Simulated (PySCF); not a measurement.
Compound: C3H4O3.
InChI=1S/C3H4O3/c1-3(5)6-2-4/h2H,1H3

Torsions of this conformer, `[CH3:1][C:2](=[O:3])[O:4][CH:5]=[O:6]`: C1–C2–O4–C5 155°, C2–O4–C5–O6 -21°.

The closed-shell ground state was solved at several levels (PySCF, density fitting, gas phase, non-relativistic). Isolated species at its PBE0-D3(BJ)/def2-SVP geometry (one conformer only).

```json
{"level": "B3LYP/pcJ-1", "basis functions": "202", "total energy (Eh)": "-342.4163", "HOMO (eV)": "-7.99", "LUMO (eV)": "-1.33", "gap (eV)": "6.66", "dipole (D)": "3.84"}
{"level": "PBE0/pcSseg-1", "basis functions": "122", "total energy (Eh)": "-341.9989", "HOMO (eV)": "-8.25", "LUMO (eV)": "-1.06", "gap (eV)": "7.19", "dipole (D)": "3.86"}
{"level": "CAM-B3LYP/pcSseg-2", "basis functions": "272", "total energy (Eh)": "-342.4162", "HOMO (eV)": "-9.76", "LUMO (eV)": "0.02", "gap (eV)": "9.78", "dipole (D)": "4.02"}
```

**Question.** Estimate the row for PBE0/def2-SVPD, a basis of 161 functions; the other rows only guide the guess.

**Answer.** Total energy -341.7982 Eh, HOMO -8.37 eV, LUMO -1.27 eV, gap 7.10 eV, dipole 3.94 D.

**Question.** Over all these levels, which gives the widest orbital gap and which the narrowest?

**Answer.** CAM-B3LYP/pcSseg-2 (range-separated hybrid) has the widest, 9.78 eV, and B3LYP/pcJ-1 (global hybrid, 20 % exact exchange) the narrowest, 6.66 eV. Functional and basis both differ between the two, so the spread mixes both effects.

**Question.** How far do the dipole and the HOMO energy spread over the levels?

**Answer.** The dipole runs from 3.84 to 4.02 D (mean 3.91 D) and the HOMO from -9.76 to -7.99 eV.
